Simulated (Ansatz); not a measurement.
Band gap of some rock-salt solids

Method: HSE06+SOC (Ansatz, a program for electronic structure; the runs differ in potentials, basis or settings). References are measured values at low temperature.

Values in eV.

```csv
solid,reference,HSE06+SOC,error (eV)
"rock-salt SnTe (cubic form, which distorts at low temperature)",0.3¶,0.10,-0.20
rock-salt LiCl,9.4,7.69,-1.71
rock-salt AgBr,2.71,1.92,-0.79
rock-salt CdO,0.84,0.90,+0.06
rock-salt AgCl,3.25,2.38,-0.87
rock-salt NaCl,8.97,6.48,-2.49
```

Over these 6 solids the mean error is -1.00 eV, the mean absolute error 1.02 eV (median 0.83 eV), and the worst case rock-salt NaCl at -2.49 eV; the value is below the reference in 5 of 6 cases.

All these references are low-temperature values that still hold zero-point motion.

¶ marks references of a special kind: rock-salt SnTe (cubic form, which distorts at low temperature), 0.3 eV (measured, 4 K, zero-point motion not removed, bulk gap, ARPES or transport; rounded; as tabulated in Ando (2013), arXiv:1304.5693).

Differences are worked out from the printed values.

Computed values are for a static lattice; measured ones hold zero-point and thermal shifts unless a correction is named.

Cells: HSE06+SOC at the measured cell. Caveats: for solids of elements lighter than gallium the value without spin–orbit coupling stands in (rock-salt LiCl, rock-salt NaCl); symmetry holds this phase in the static calculation, where it need not be a minimum (rock-salt SnTe). Ansatz's density-functional and Hartree–Fock values are scalar-relativistic unless marked +SOC, with PAW data made under PBE.

Not in this set, of the rock-salt solids with a reference value in our tables and a result at some level: 22 for a reference of another kind, counted apart; 1 for sources at odds; 1 for no value at HSE06+SOC (not run, a failed fit, an unstable or unbound cell, or a value held back for tests). These can be a level's best or worst cases. At least 8 more with a reference value are held back for tests. Solids without a released value at any level aren't counted. Without +SOC, gaps count where the solid holds none of Ge, As, Se, Br, Sn, Sb, Te, I or the elements past barium, or holds Ge, As, Se or Br with a gap over 4 eV. Layered and molecular crystals are counted apart.

References as tabulated in Chen et al. (2018), doi:10.1103/physrevmaterials.2.073803; Zhang, Jiang, Phys. Rev. B 100, 205123 (2019); Ando (2013), arXiv:1304.5693; Menéndez-Proupin et al. (2004), arXiv:cond-mat/0405700.
